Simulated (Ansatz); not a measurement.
System: hcp Zn. Method: revPBE in Ansatz (PAW).

Numerical settings: plane-wave cutoff 520 eV, 24×24×12 k mesh (along the axes of the cell as run), Fermi–Dirac smearing 0.05 eV, scalar-relativistic PAW data made under PBE.

Properties against volume:

Shape and atoms are relaxed at each volume.

```tsv
V (Å³/atom)	P (GPa)	c (Å)	a (Å)
15.127	2.60	4.980	2.648
15.442	1.19	5.040	2.660
15.757	0.00	5.107	2.669
16.072	-0.99	5.181	2.677
16.387	-1.83	5.259	2.683
```

Note: the bulk modulus comes from volumes at which shape and atoms were relaxed.

Ansatz is an electronic-structure program.
